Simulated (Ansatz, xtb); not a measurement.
CH4AlB: which of two structures lies lower

We compare X, a singlet given by its coordinates, with Y, `B[CH2][Al]`, a singlet. Both are isolated molecules in the gas phase, relaxed with B3LYP/6-31G*; the shapes shown needn't be the lowest conformers.

X (Å):

```yaml
atoms:
  - { symbol: C, position_ang: [0.1483, -0.8922, -0.0874] }
  - { symbol: Al, position_ang: [1.0515, -1.3075, 1.4282] }
  - { symbol: B, position_ang: [-0.8383, -1.7944, 0.5181] }
  - { symbol: H, position_ang: [-1.9189, -2.2305, 0.2609] }
  - { symbol: H, position_ang: [-0.4510, -2.2690, 1.6624] }
  - { symbol: H, position_ang: [0.1110, -0.3517, -1.0226] }
  - { symbol: H, position_ang: [1.9837, -1.5432, 2.6707] }
```

Close contacts (Å): C1–Al2 1.81, C1–B3 1.47, Al2–B3 2.15, C1–H6 1.08, Al2–H5 1.80, Al2–H7 1.57, B3–H4 1.19, B3–H5 1.30.

Y (Å):

```tsv
atom	x (Å)	y (Å)	z (Å)
C	0.2225	-0.9789	0.5130
Al	2.0972	-1.1363	1.3276
B	-0.7055	-2.0905	0.9539
H	-0.7478	-3.1330	0.3581
H	-1.3497	-1.9938	1.9635
H	0.5136	-0.9635	-0.5503
H	-0.0161	0.0392	0.8626
```

Estimate which is lower in electronic energy at CCSD(T)/def2-TZVPP, and by roughly how much.

The CCSD(T)/def2-TZVPP calculation puts structure Y lower, by 0.365 eV.

Level by level:

| level | geometry | E(Y) − E(X) (eV) | departure from the last row (eV) | job, with rough time for the two |
| --- | --- | --- | --- | --- |
| B3LYP/6-31G* | B3LYP/6-31G* | −0.522 | −0.157 | optimisation, 76 s |
| HF/def2-TZVPP | B3LYP/6-31G* | −0.661 | −0.296 | part of the CCSD(T) run |
| MP2/def2-TZVPP | B3LYP/6-31G* | −0.219 | +0.146 | part of the CCSD(T) run |
| CCSD(T)/def2-TZVPP | B3LYP/6-31G* | −0.365 |  | single point, 85 s |

None of the levels shown reverses the order. The largest departure from CCSD(T)/def2-TZVPP is that of HF/def2-TZVPP, 0.296 eV. Levels run at GFN2-xTB geometries aren't shown.

With harmonic frequencies from B3LYP/6-31G* (ideal gas, rigid rotor, one conformer each, 298.15 K, 1 atm): the zero-point term adds +0.086 eV; ΔH is −0.269 and ΔG −0.304 eV.

The correlated steps freeze 7 core orbitals. Codes used: Ansatz 0.2.0; the last row on 1 thread of Intel(R) Xeon(R) Processor @ 2.50GHz (Skylake/Cascade Lake) on a shared host.
